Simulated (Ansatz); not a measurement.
# Al₂H₄O: basis-set convergence

Aim: see how fast density functionals converge with the basis set for Al₂H₄O.

Method: one geometry, several basis sets; program: Ansatz 0.2.0, Gaussian basis.

Plan: PBE0-D4/def2-SVP; ωB97M-V/def2-SVP; PBE0-D4/def2-QZVPP; ωB97M-V/def2-QZVPP; the functionals' def2-TZVPP values are taken from earlier runs.

**1. Structure used throughout**

The geometry comes from an earlier relaxation with PBE0-D4/def2-TZVP; it is a stationary point, not always the lowest conformer.

SMILES `[OH][AlH][AlH2]`, 7 atoms, charge 0, spin multiplicity 1.

Atoms are counted from 1 here; the program's logs count them from 0.

Bond lengths: O1–Al2 1.706 Å, O1–H4 0.957 Å, Al2–Al3 2.587 Å, Al2–H5 1.598 Å, Al3–H6 1.595 Å, Al3–H7 1.595 Å. Angles: Al2–O1–H4 123.0°, O1–Al2–Al3 113.9°, O1–Al2–H5 117.2°, Al3–Al2–H5 128.9°, Al2–Al3–H6 121.9°, Al2–Al3–H7 121.9°, H6–Al3–H7 116.2°.

**2. PBE0-D4 in def2-SVP**

The input, in.yaml:

```yaml
crystal:
  periodic: [false, false, false]
  atoms:
    - {symbol: O, position_ang: [-1.761142, -0.901764, -0.372930]}
    - {symbol: Al, position_ang: [-0.424051, 0.060226, -0.815782]}
    - {symbol: Al, position_ang: [1.332174, 0.339367, 1.062632]}
    - {symbol: H, position_ang: [-2.486374, -1.090704, -0.967632]}
    - {symbol: H, position_ang: [-0.413066, 0.659674, -2.297365]}
    - {symbol: H, position_ang: [2.554984, -0.670254, 1.230417]}
    - {symbol: H, position_ang: [1.258574, 1.535355, 2.114761]}
basis:
  gaussian: {orbitals: def2-SVP}
hamiltonian: {xc: pbe0, dispersion: d4}
output: {orbitals: {seedname: orbitals}}
```

Command:

```sh
> ansatz run in.yaml --threads 2 --pin off --events-out ev --progress --plain --max-ram 4352MiB
```

Further steps of the session: ωB97M-V in def2-SVP; PBE0-D4 in def2-QZVPP; ωB97M-V in def2-QZVPP.

Q: Predict the results of all the runs planned. Wanted: PBE0-D4: double and triple zeta above quadruple; ωB97M-V: double and triple zeta above quadruple.

As calculated:

| quantity | value |
| --- | --- |
| PBE0-D4: double and triple zeta above quadruple | 7.90, 0.54 eV |
| ωB97M-V: double and triple zeta above quadruple | 7.95, 0.53 eV |

PBE0-D4 gains 7.36 eV from double to triple zeta, then 0.54 eV more. These are total energies; as a rule much of such shifts cancels in differences, which this series doesn't test.
